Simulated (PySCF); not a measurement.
Compound: C4H2F2.
SMILES: `C#C/C(F)=C\F`

The closed-shell SCF was solved with PySCF and density fitting under several settings on one GFN2-xTB geometry (grid level 2 and gas phase unless stated).

```csv
settings,basis functions,SCF cycles,E (Eh),HOMO (eV),LUMO (eV),dipole (D)
"OLYP/ANO-RCC-VDZP, energy threshold 1e-06 Eh",94,9,-353.2122,-5.91,-1.74,0.43
"PBE0/pcSseg-1, fitting basis def2-qzvpp-jkfit, start guess sap",112,13,-352.7876,-7.30,-1.12,0.40
"PBE0/def2-TZVP, fitting basis def2-universal-jkfit, energy threshold 1e-07 Eh",198,9,-352.9652,-7.27,-1.14,0.36
```

**Question.** Estimate the row for these settings: PBE0/pcSseg-0, start guess atom.

**Answer.** 
```csv
settings,basis functions,SCF cycles,E (Eh),HOMO (eV),LUMO (eV),dipole (D)
"PBE0/pcSseg-0, start guess atom",58,10,-352.0222,-7.36,-1.09,0.44
```

**Question.** Over all rows, what range does the HOMO–LUMO gap span?

**Answer.** From 4.17 eV (OLYP/ANO-RCC-VDZP, energy threshold 1e-06 Eh) to 6.27 eV (PBE0/pcSseg-0, start guess atom). The functional of the narrowest has no exact exchange, that of the widest 25 % exact exchange.

**Question.** And the dipole moment?

**Answer.** From 0.36 D (PBE0/def2-TZVP, fitting basis def2-universal-jkfit, energy threshold 1e-07 Eh) to 0.44 D (PBE0/pcSseg-0, start guess atom); the largest is 1.22 times the smallest, and the median is 0.42 D.

**Question.** Compare two rows with the functional PBE0: PBE0/pcSseg-1, fitting basis def2-qzvpp-jkfit, start guess sap and PBE0/def2-TZVP, fitting basis def2-universal-jkfit, energy threshold 1e-07 Eh. Which energy is lower, and by how much?

**Answer.** PBE0/def2-TZVP, fitting basis def2-universal-jkfit, energy threshold 1e-07 Eh (198 functions) lies 0.1776 Eh or 111 kcal/mol below PBE0/pcSseg-1, fitting basis def2-qzvpp-jkfit, start guess sap (112 functions).

ANO-RCC sets were contracted for a scalar-relativistic Hamiltonian, but ran non-relativistically here.
